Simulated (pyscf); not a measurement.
•O–CH₂–CH₂–OH (SMILES [O]CCO) → •H₂C–CH₂–O–OH (SMILES [CH2]COO) (group migration; doublet surface; C–O broken, O–O formed). PySCF, gas phase, ωB97X-D3(BJ)/def2-SVP geometries. Energies in kcal/mol from the reactant's lowest minimum found.

```
level                   barrier  reaction energy
----------------------  -------  ---------------
ωB97X-D3(BJ)/def2-TZVP     90.4            +54.8
r²SCAN/def2-TZVP            [?]              [?]
B3LYP-D3(BJ)/def2-TZVP     80.4            +53.8
PBE0-D3(BJ)/def2-TZVP      86.3            +54.6
ωB97M-D3(BJ)/def2-TZVP     89.1            +54.6
HF/def2-TZVP                [?]            +66.0
```

Task: Fill in the missing entries.

Result: 
- r²SCAN/def2-TZVP, barrier: 76.9
- r²SCAN/def2-TZVP, reaction energy: +52.4
- HF/def2-TZVP, barrier: 91.8

The functionals in the table span 13.6 kcal/mol in this barrier, from r²SCAN to ωB97X-D3(BJ). The same reactants have a lower exit, to H₂C=O + •H₂C–OH (no saddle counted: cutting one bond, which may have a small barrier of its own, costs +14.2 kcal/mol at ωB97M-D3(BJ), against +89.1 kcal/mol here). •O–CH₂–CH₂–OH lies 10.6 kcal/mol over its isomer H₃C–CH(O•)–OH, and others may lie lower still (electronic energy, ωB97M-D3(BJ)). •H₂C–CH₂–O–OH lies 65.2 kcal/mol over its isomer H₃C–CH(O•)–OH, and others may lie lower still (electronic energy, ωB97M-D3(BJ)). One saddle was located; it need not be the lowest between these sides.
